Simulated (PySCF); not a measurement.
Excitations are Tamm–Dancoff values on a coarser integration grid. The basis has no diffuse functions, so Rydberg states are missing or too high.

Cartesian coordinates (Å):
```xyz
5

O     -0.6805     1.1356    -0.2277
C     -0.3826     0.0462     0.1683
O      0.7698    -0.5887    -0.1058
H     -1.0076    -0.5873     0.8103
H      1.3009    -0.0058    -0.6740
```
Charge 0, spin multiplicity 1.

Problem. Estimate the S1 oscillator strength, HOMO–LUMO gap, S1–T1 gap (TDA), T1 excitation (TDA) and S1 excitation (TDA) that PySCF with M06-2X/def2-TZVP // B3LYP-D3(BJ)/def2-TZVP returns for this input.

Solution. 
The S1 oscillator strength is 0.001 and the HOMO–LUMO gap comes out as 11.27 eV. The S1–T1 gap (TDA) is 0.46 eV and the T1 excitation (TDA) comes out as 5.29 eV. The S1 excitation (TDA) comes out as 5.74 eV.
